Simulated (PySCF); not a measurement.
Species: diiminomethane, CH2N2.
Geometry (PBE0-D3(BJ)/def2-TZVP, Å), atoms numbered from 1 in this order:
```xyz
5
CH2N2 angstrom
N     -1.1275   -0.5056    0.0006
C      0.0386   -0.1585   -0.0169
N      1.2422    0.0108   -0.0755
H     -1.8237    0.0652   -0.4573
H      1.7035    0.5547    0.6400
```

The closed-shell ground state was solved at several levels (PySCF, density fitting, gas phase, non-relativistic). Geometry: PBE0-D3(BJ)/def2-TZVP; no solvent, vibrations or thermal averaging.

```csv
level,basis functions,total energy (Eh),HOMO (eV),LUMO (eV),gap (eV),dipole (D)
PBE0/aug-cc-pVTZ,184,-148.6718,-8.34,-0.29,8.05,1.96
PBE0/pcSseg-2,136,-148.6737,-8.32,0.39,8.71,2.09
wB97X-D/aug-cc-pVTZ,184,-148.7889,-10.19,0.71,10.90,1.98
```

What might CAM-B3LYP/aug-cc-pVTZ (184 basis functions) give for the same quantities?

Total energy -148.7764 Eh, HOMO -9.73 eV, LUMO 0.06 eV, gap 9.79 eV, dipole 2.00 D.

Over all these levels, which gives the widest orbital gap and which the narrowest?

wB97X-D/aug-cc-pVTZ (range-separated hybrid) has the widest, 10.90 eV, and PBE0/aug-cc-pVTZ (global hybrid, 25 % exact exchange) the narrowest, 8.05 eV. The two share the basis. From the narrowest to the widest the HOMO moves by -1.85 eV and the LUMO by +1.00 eV.

How far do the dipole and the HOMO energy spread over the levels?

The dipole runs from 1.96 to 2.09 D (mean 2.01 D) and the HOMO from -10.19 to -8.32 eV.

wB97X-D is run here without its empirical dispersion term; that term would change no orbital, density or response property at a fixed geometry.
